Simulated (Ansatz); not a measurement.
## Which is lower?

Two relaxed structures of BHOF (charge +1), singlet (PBE0-D4/def2-TZVP; forces vanish, vibrations not checked).

A:

```
4
angstrom
O -0.2892 0.4755 -0.5775
B 0.5266 -0.3099 0.0083
F -1.4551 0.8023 0.0786
H 1.3606 -1.0226 0.4379
```

B:

```xyz
4
angstrom
O 0.4459 -0.4320 0.4063
B -0.4016 0.2447 -0.0652
F -1.4178 1.0521 -0.5977
H -2.0894 1.4815 -0.0454
```

Ansatz 0.2.0; basis: def2-TZVPP; cores frozen in the correlated methods. B3LYP uses VWN-RPA correlation.

(1) Which structure is lower at CCSD(T), and by how much? (An estimate is asked for; the value comes from the calculation.)

No T1 diagnostic of these runs exceeds 0.018.

Results:

(1) By the calculation: B, by 3.614 eV (electronic energy, against the other). By their contacts, A is BHOF ([BH][O][F]), total charge +1 and B is BHOF ([O][B][FH]), total charge +1.

All methods give the same order:

```tsv
method	E(B) − E(A) (eV)
PBE-D4	-3.398
r2SCAN-D4	-3.466
PBE0-D4	-3.447
B3LYP-D4	-3.432
wB97M-V	-3.462
HF	-3.285
MP2	-4.002
CCSD	-3.590
CCSD(T)	-3.614
```

Labels in which every atom is bracketed show which atoms are joined, not bond orders.

For scale, one of the runs: CCSD(T)/def2-TZVPP, 107 basis functions, launched by `ansatz run in.yaml --threads 2 --pin off --events-out ev --progress --plain --max-ram 4352MiB`. The run took about 1.2 s on 2 CPU threads of an Intel Xeon 6975P-C (shared host).
